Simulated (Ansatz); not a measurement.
## C₃ClN₂ (charge -1), SMILES N#C[C-](Cl)C#N: harmonic frequencies at the relaxed geometry

Computed with Ansatz 0.2.0 through its Python package.

`freq_c3cln2.py`:
```python
"""Harmonic frequencies of C3ClN2(-) at its relaxed geometry."""

import itertools

import ansatz
from ase.data import atomic_numbers, covalent_radii
import numpy as np
from rdkit import Chem
from rdkit.Chem import AllChem

# a force-field geometry from the SMILES
rd = Chem.AddHs(Chem.MolFromSmiles("N#C[C-](Cl)C#N"))
AllChem.EmbedMolecule(rd, randomSeed=193)
AllChem.UFFOptimizeMolecule(rd)
c3cln2 = ansatz.Crystal.molecule()
for atom, xyz in zip(rd.GetAtoms(), rd.GetConformer().GetPositions()):
    c3cln2 = c3cln2.atom(atom.GetSymbol(), xyz.round(5).tolist())

job = (
    c3cln2.calculation()
    .basis(gaussian="def2-SVP")
    .functional("PBE0")
    .charge(-1)
)
symbols = [site.symbol for site in c3cln2.cartesian_sites]
start = np.array([site.position_ang for site in c3cln2.cartesian_sites], dtype=float)
def progress(event):
    if event["event"] == "relax_step":
        row = event["data"]
        print(f"step {row['step']:3d}  E = {row['lagrangian_ev']:.6f} eV  largest force component {row['allowed_force_max_ev_ang']:.4f} eV/A")


data = job.relax(force_tolerance=0.003, max_steps=100).session().plan().execute(on_event=progress).report
end = np.array(data["positions_ang"])

# pairs closer than 1.2 times the sum of covalent radii, before or after
radius = [covalent_radii[atomic_numbers[s]] for s in symbols]
span = lambda where, i, j: np.linalg.norm(where[i] - where[j])
bonded = [(i, j) for i, j in itertools.combinations(range(len(symbols)), 2) if min(span(start, i, j), span(end, i, j)) < 1.2 * (radius[i] + radius[j])]
print("pair        before    after (A)")
for i, j in bonded:
    print(f"{symbols[i]}{i}-{symbols[j]}{j}".ljust(10), f"{span(start, i, j):8.4f} {span(end, i, j):8.4f}")

# same settings at the minimum
minimum = ansatz.Crystal.molecule()
for symbol, place in zip(symbols, end):
    minimum = minimum.atom(symbol, place.tolist())
vibrating = (
    minimum.calculation()
    .basis(gaussian="def2-SVP")
    .functional("PBE0")
    .charge(-1)
    .phonons(temperatures=(100, 500, 100))
)
vib = vibrating.run(threads=1, backend="cpu").report["vibrations"]
sums = vib["harmonic_sums"]
modes = [m["omega_inv_cm"] for m in sums["modes_at_gamma"] if m["rigid_motion"] == "no"]
print("frequencies (1/cm):", " ".join(f"{w:.0f}" for w in modes))
print("imaginary modes:", sum(w < 0 for w in modes), " zero-point energy:", round(sums["zero_point_energy_ev"], 4), "eV")
print("T (K)   F_vib (eV)   S_vib (meV/K)   C_vib (meV/K)")
for row in zip(sums["temperatures_k"], sums["vibrational_free_energy_ev"], vib["entropy_ev_per_k"], vib["heat_capacity_ev_per_k"]):
    print(f"{row[0]:6.1f} {row[1]:11.4f} {1000 * row[2]:13.4f} {1000 * row[3]:15.4f}")
```

```console
$ python freq_c3cln2.py
step   1  E = -18593.421155 eV  largest force component 3.1003 eV/A
step   2  E = -18593.530106 eV  largest force component 1.0826 eV/A
step   3  E = -18593.544758 eV  largest force component 0.2529 eV/A
step   4  E = -18593.547645 eV  largest force component 0.1166 eV/A
step   5  E = -18593.548334 eV  largest force component 0.0302 eV/A
step   6  E = -18593.548426 eV  largest force component 0.0109 eV/A
step   7  E = -18593.548434 eV  largest force component 0.0026 eV/A
step   8  E = -18593.548437 eV  largest force component 0.0043 eV/A
step   9  E = -18593.548439 eV  largest force component 0.0003 eV/A
pair        before    after (A)
N0-C1        1.1572   1.1747
C1-C2        1.4353   1.3907
C2-Cl3       1.7506   1.7772
C2-C4        1.4353   1.3907
C4-N5        1.1572   1.1747
frequencies (1/cm): 138 147 200 528 534 539 579 638 1051 1352 2258 2301
imaginary modes: 0  zero-point energy: 0.6364 eV
T (K)   F_vib (eV)   S_vib (meV/K)   C_vib (meV/K)
 100.0      0.6335        0.0970          0.1770
 200.0      0.6148        0.2769          0.3620
 300.0      0.5782        0.4532          0.5083
 400.0      0.5247        0.6141          0.6089
 500.0      0.4559        0.7582          0.6819
```

Caveats:
- These settings explore the input space; basis and method may be short of convergence.
- The frequencies are harmonic and unscaled, in a modest basis. The result belongs to the one conformer reached from this start, and soft torsions count as harmonic oscillators.
- Anions want diffuse functions, which this basis lacks.
- Run time: 56 s on 1 thread of Intel(R) Xeon(R) Platinum 8488C (Sapphire Rapids), on a shared host, peak memory 0.32 GiB.

(Lines on the test bed's own set-up are left out of the output.)
